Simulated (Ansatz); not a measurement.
Basis-set extrapolation for C3H4ClFO (`OC/C(F)=C/Cl`) (PBE0-D4/def2-TZVP geometry, frozen core, Ansatz 0.2.0). Multiplicity 1, RHF reference.

|  | def2-TZVPP | def2-QZVPP |
| --- | --- | --- |
| HF | -749.827902 | -749.853656 |
| MP2 correlation | -1.158794 | -1.253482 |
| CCSD(T) correlation | -1.243597 | not run |

Energies in hartree. Use E(X) = E(∞) + A·exp(−7.88·√X) for Hartree–Fock and E(X) = E(∞) + B·X^(−2.97) for correlation, with X = 3 and 4, and add CCSD(T) minus MP2 of the smaller set to the MP2 limit.

Task: What is the CCSD(T) energy at the basis-set limit?

Result: HF limit: -749.853656 + (-0.025754) × 0.13774 = -749.85720. MP2 limit: -1.253482 + (-0.094688) × 0.74074 = -1.32362. Higher-order term: -1.243597 − (-1.158794) = -0.08480. Total: -751.26562 hartree, 509.7 kJ/mol below CCSD(T)/def2-TZVPP.
